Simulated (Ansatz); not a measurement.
**Exact exchange and the HOMO–LUMO gap of C5H6 (pent-3-en-1-yne)**

C5H6 has 11 atoms, charge 0, and is taken as a singlet. As SMILES, `C#C/C=C/C`. The coordinates come from a PBE0-D4/def2-TZVP relaxation.

The HOMO–LUMO gap y, in eV, basis cc-pVDZ; a is the functional's share of exact exchange. Programs: Ansatz 0.2.0.

| functional | program | a | y (eV) |
| --- | --- | --- | --- |
| r2SCAN | Ansatz | 0 | 4.56 |
| revPBE | Ansatz | 0 | 4.23 |
| B3LYP | Ansatz | 0.2 | ? |
| PBE0 | Ansatz | 0.25 | 6.22 |
| BHLYP | Ansatz | 0.5 | 8.24 |

Task: Fit y = c + s·a to the known rows and predict B3LYP.

Result: 
1. Means of the 4 rows: a = 0.1875, y = 5.812.
2. Σ(Δa)² = 0.17188, Σ(Δa·Δy) = 1.3156, so the slope is 1.3156/0.17188 = 7.6542.
3. Intercept: 5.812 − (7.6542) × 0.1875 = 4.377. The largest residual of the fit is 0.18.
4. B3LYP: 4.377 + (7.6542) × 0.2 = 5.91 eV.

The run gave 5.80 eV, so the prediction is off by +0.11 eV, within the scatter of the fit. Exact exchange lowers occupied levels and raises empty ones. The rows mix families of semi-local functionals, which the line can't see.
